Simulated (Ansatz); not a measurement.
# NH₄+ (triplet): the correlation ladder, cc-pVDZ

How much of the correlation energy of NH₄+ (triplet) does each wave-function method recover here?

Program: Ansatz 0.2.0, Gaussian basis. Level of theory: cc-pVDZ, core rule «outside noble gas», up to 1 orbitals frozen. These are calculated values, not measurements.

Plan: UHF; CCSD(T) on ROHF; CCSD(T) on UHF; BCCD(T) on ROHF; CISD; CCSDT(Q) on ROHF; CCSDT(Q) on UHF; CISDTQ; CCSDTQ on ROHF; CCSDTQ on UHF; CASSCF and MRCISD+Q, 8 electrons in 8 orbitals; CASSCF and NEVPT2, 8 electrons in 8 orbitals; Full CI.

2 further runs of the same task are left out: 2 set aside as unsound or not needed.

## 1. What is computed

The geometry is a PBE0/def2-TZVP stationary point (not a proven minimum) of the parent state, kept for this charge and spin.

5 atoms, charge 1, spin multiplicity 3.

Atoms are counted from 1 here; the program's logs count them from 0.

Bond lengths: N1–H2 1.024 Å, N1–H3 1.024 Å, N1–H4 1.024 Å, N1–H5 1.024 Å. Angles: H2–N1–H3 109.5°, H2–N1–H4 109.5°, H2–N1–H5 109.5°, H3–N1–H4 109.5°, H3–N1–H5 109.5°, H4–N1–H5 109.5°.

## 2. UHF

Input file in.yaml:

```yaml
crystal:
  periodic: [false, false, false]
  atoms:
    - {symbol: N, position_ang: [0.000000, 0.000000, 0.000000]}
    - {symbol: H, position_ang: [0.590343, 0.592302, 0.590214]}
    - {symbol: H, position_ang: [-0.592921, -0.588246, 0.591684]}
    - {symbol: H, position_ang: [-0.588983, 0.589598, -0.594267]}
    - {symbol: H, position_ang: [0.591561, -0.593654, -0.587631]}
basis:
  gaussian: {orbitals: cc-pVDZ}
total_charge: 1
magnetization: {spin_polarized: true, initial_magnetization: 2}
hamiltonian: {xc: hf}
output: {orbitals: {seedname: orbitals}}
```

Run with:

```bash
$ ansatz run in.yaml --threads 1 --pin off --events-out ev --progress --plain --max-ram 3956MiB --backend cpu
```

Further steps of the session: CCSD(T) on ROHF; CCSD(T) on UHF; BCCD(T) on ROHF; CISD; CCSDT(Q) on ROHF; CCSDT(Q) on UHF; CISDTQ; CCSDTQ on ROHF; CCSDTQ on UHF; CASSCF and MRCISD+Q, 8 electrons in 8 orbitals; CASSCF and NEVPT2, 8 electrons in 8 orbitals; Full CI.

Q: Predict the results of all the runs planned. Wanted: FCI below the RHF energy; RMP2 from FCI; UMP2 from FCI; RCCSD from FCI; RCCSD(T) from FCI; UCCSD(T) from FCI; RCCSDT(Q) from FCI; UCCSDT(Q) from FCI; NEVPT2 valence from FCI.

**Answer**, as computed:

| quantity | value |
| --- | --- |
| FCI below the RHF energy | -5.1594 eV |
| RMP2 from FCI | +17.91 kcal/mol |
| UMP2 from FCI | +18.02 kcal/mol |
| RCCSD from FCI | +3.64 kcal/mol |
| RCCSD(T) from FCI | +1.07 kcal/mol |
| UCCSD(T) from FCI | +1.08 kcal/mol |
| RCCSDT(Q) from FCI | +0.03 kcal/mol |
| UCCSDT(Q) from FCI | +0.02 kcal/mol |
| NEVPT2 valence from FCI | +18.16 kcal/mol |
| MRCISD+Q valence from FCI | +3.37 kcal/mol |
| levels within 1 kcal/mol (43 meV) | RCCSDT, UCCSDT, CISDTQ, RCCSDT(Q), UCCSDT(Q), RCCSDTQ, UCCSDTQ |
| T1 diagnostic | 0.048 |
| effectively unpaired electrons | 2.07 |

What this shows: RCCSD(T) lands +1.07 kcal/mol from the yardstick (0.9 % of the correlation energy). The occupations are near whole numbers, but T1 = 0.048 shows that the orbitals relax strongly. Of the multireference levels listed MRCISD+Q valence comes nearest in total energy (+3.37 kcal/mol), which doesn't show that its space is the better one. These misses are within one basis, not against nature; the frozen cores of restricted and unrestricted runs differ, which can shift their rows.
